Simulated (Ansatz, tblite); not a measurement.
Cost and result up the ladder for the cluster Li₂F⁺ (3 atoms). Charge 1, multiplicity 1. Geometry: PBE0-D4/def2-TZVP.

```
atom   x (Å)   y (Å)   z (Å)
 Li1  -1.078   0.557   1.130
 Li2   1.078  -0.557  -1.130
  F3   0.000   0.000   0.000
```

Ansatz on 2 threads of Arm Neoverse V2 on a shared host; xTB runs through tblite on one thread. Times are rough, summed over both states, and most runs start from the orbitals of an earlier one. CCSD(T)/def2-TZVPP serves as the yardstick here, not as an exact answer. Differences are given only for rows in sets of like size (and for xTB, whose basis is part of the method), since another set adds its own error. The other state is a triplet at its own geometry, which has other bonds, so the gap mixes isomer and spin.

The xTB rows come from tblite. LC-ωPBE has ω = 0.4 bohr⁻¹. Correlated methods freeze 1 core orbital; core or outer-core shells of Li are correlated, in sets that lack core-valence functions. HOMO above LUMO, or a gap near zero within one spin, warns that the state may not be the lowest or that an electron is smeared out. In the triplet geometry the species has come apart into loosely held pieces. At PBE0-D4/def2-TZVP a singlet of charge 1 lies 7.29 eV below the triplet, each at its own geometry. The structure comes from a short search, and lower isomers may exist.

Correlated methods converge slowly with the basis.

xTB has no spin-polarisation term.

```csv
level,functions,wall time,triplet − singlet (eV),difference from CCSD(T)/def2-TZVPP (eV),remarks
GFN1-xTB,12,0.002 s,6.42,-1.01,–
GFN2-xTB,12,0.002 s,7.28,-0.16,–
HF/STO-3G,15,0.1 s,5.76,–,–
MP2/def2-TZVP,59,0.3 s,7.73,0.29,–
LDA (SPW92)/def2-TZVP,59,0.6 s,8.42,0.98,gap within one spin near zero (triplet)
PBE-D4/def2-TZVP,59,1.1 s,7.51,0.07,–
B2PLYP/def2-TZVP,59,1.4 s,7.63,0.20,–
CAM-B3LYP-D4/def2-TZVP,59,1.4 s,7.62,0.18,–
RPA@PBE/def2-TZVP,59,1.4 s,7.05,-0.39,–
LC-ωPBE/def2-TZVP,59,1.5 s,7.57,0.14,–
PBE0-D4/def2-TZVP,59,1.5 s,7.29,-0.14,–
CCSD(T)/def2-TZVPP,69,1.6 s,7.43,0.00,–
r2SCAN-D4/def2-TZVP (with forces),59,3 s,7.47,0.03,–
ωB97X-V/def2-TZVP,59,5 s,7.57,0.14,–
```
